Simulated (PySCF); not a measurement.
Stepwise substitution at one centre (Al Cl-Br). Isolated molecules, 0 K electronic values unless said otherwise. Strings in code marks are SMILES.

Level of theory: PySCF with B3LYP-D3(BJ)/def2-TZVP. B3LYP has the VWN-RPA correlation part, as in Gaussian. Delta-SCF ions had no search for a lower state. 

```
species                                          vertical ionisation energy (Delta-SCF) (eV)  S1 oscillator strength  HOMO (eV)
-----------------------------------------------  -------------------------------------------  ----------------------  ---------
0 of 3 Cl replaced by Br (`[Cl][Al]([Cl])[Cl]`)                                        11.30                   0.000      -9.08
1 of 3 Cl replaced by Br                                                               10.93                   0.008      -8.67
2 of 3 Cl replaced by Br                                                               10.63                   0.005      -8.49
3 of 3 Cl replaced by Br (`[Br][Al]([Br])[Br]`)                                        10.40                   0.000      -8.36
```
